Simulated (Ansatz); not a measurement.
We consider hcp Re, described by r²SCAN (PAW; Ansatz, a quantum-chemistry and plane-wave program).

Numerical settings: plane-wave cutoff 560 eV, 24×24×12 k mesh (along the axes of the cell as run), Fermi–Dirac smearing 0.05 eV, no spin polarisation, scalar-relativistic PAW data made under PBE.

Cell (relaxed at this level):

```
CELL_PARAMETERS angstrom
      1.37918    -2.38880     0.00000
      1.37918     2.38880     0.00000
      0.00000     0.00000     4.46105
ATOMIC_POSITIONS crystal
  Re 0.33333 0.66667 0.25000
  Re 0.66667 0.33333 0.75000
```

Task: What does this level give for the bulk modulus B0 and pressure derivative B′ of the bulk modulus?

Result: 
- bulk modulus B0 = 388 GPa
- pressure derivative B′ of the bulk modulus = 4.4

The run finds no gap.

Measured, for comparison: bulk modulus 369 GPa (zero-point energy and finite temperature contributions removed, our sources range from 369 to 381; as tabulated in doi:10.1021/acs.jctc.3c00612). Computed (rounded) less measured: bulk modulus +5 % (+2 % to +5 % over the range).

Note: the bulk modulus comes from volumes at which shape and atoms were relaxed.

Spin–orbit coupling is not included.

Static lattice: no zero-point or thermal effects.

Computing time: very roughly 7 core-minutes.
